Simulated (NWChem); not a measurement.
# CN (-1)

```xyz
2

C      0.0000     0.0000     0.6413
N      0.0000     0.0000    -0.5497
```
Charge -1, spin multiplicity 1.

All runs are NWChem calculations. The geometry was optimised at PBE/def2-SVP, a minimum by its harmonic frequencies.

The correlated methods keep 2 core orbitals frozen. The structure started from a generated list of species. The anion's geometry comes from a basis without diffuse functions.

Worked example. A B2PLYP run in def2-SVPD ends its self-consistent part (53 % exact exchange, 47 % B88, 73 % LYP) at -92.59645 Ha, and second-order perturbation theory on those orbitals gives -0.37874 Ha unscaled.

The perturbative term enters with the weight 0.27: -92.59645 + 0.27·(-0.37874) = -92.69871 Ha is the total energy.
